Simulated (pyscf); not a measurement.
H₃Si–SiH₂–GeH₃ -> H₃Si–SiH=GeH₂ + H₂ (elimination; singlet surface; H–Si, Ge–H broken, H–H formed). Structures and frequencies: ωB97X-D3(BJ)/def2-SVP in PySCF. Energies in eV from the reactant's lowest minimum found.

```csv
level,barrier,reaction energy
ωB97X-D3(BJ)/def2-TZVP,3.56,+2.08
r²SCAN/def2-TZVP,3.22,+1.92
B3LYP-D3(BJ)/def2-TZVP,___,___
PBE0-D3(BJ)/def2-TZVP,___,+2.00
ωB97M-D3(BJ)/def2-TZVP,3.42,+2.04
HF/def2-TZVP,4.46,+2.27
```

### Question
Fill in the missing entries.

### Answer

- B3LYP-D3(BJ)/def2-TZVP, barrier: 3.37
- B3LYP-D3(BJ)/def2-TZVP, reaction energy: +1.90
- PBE0-D3(BJ)/def2-TZVP, barrier: 3.24

The functionals in the table span 0.34 eV in this barrier, from r²SCAN to ωB97X-D3(BJ). At the saddle there is also a short Ge–H contact that neither side keeps. The same reactants have a lower exit, to •H₂Si–SiH₃ + GeH₃• (no saddle counted: cutting one bond costs +3.17 eV at ωB97M-D3(BJ), against +3.42 eV here). H₃Si–SiH=GeH₂ may be a fragile minimum: a first optimisation, from another start, lost the drawn bonds. H₃Si–SiH=GeH₂ lies 0.41 eV over its isomer H₃Si–Ge:–SiH₃ [singlet], and others may lie lower still (electronic energy, ωB97M-D3(BJ)). One saddle was located; it need not be the lowest between these sides. Elements up to Kr have no core potential and no relativistic terms here.
